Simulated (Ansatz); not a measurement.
Born–Oppenheimer molecular dynamics of CH3N2 (6 atoms, charge 0, multiplicity 2). It goes on from the last frame of an earlier run, with new velocities.

Level of theory: Ansatz, UKS B3LYP-D4/def2-SVP.

* ensemble: NVT, Langevin thermostat
* time step: 0.5 fs
* steps asked: 100
* set temperature: 300 K
* friction: 0.001 /fs
* seed: 601001

First frame:

```xyz
6
Properties=species:S:1:pos:R:3
N -0.748 -0.211 -1.098
C 0.242 0.052 -0.250
N 0.006 0.009 1.046
H -1.541 -0.453 -0.462
H 1.216 0.333 -0.788
H 0.822 0.344 1.531
```

Problem. How far do the bonds stretch over the last three quarters of this one trajectory? (Pairs bonded in most of those frames.)

Solution. 
```tsv
bond	mean (Å)	spread (Å)	shortest	longest
N1–C2	1.326	0.011	1.30	1.35
N1–H4	1.034	0.019	1.00	1.06
C2–N3	1.342	0.034	1.28	1.39
C2–H5	1.112	0.035	1.06	1.16
N3–H6	1.032	0.027	0.99	1.08
```

Mean temperature of the second half: 212 K. The mean temperature of the second half is 29 % below the set value. A run of 0.05 ps of so small a system gives no equilibrium averages.

Time of the run: 7.3 min on 1 thread of AMD EPYC (Zen 3) (shared host), peak memory 0.13 GiB.
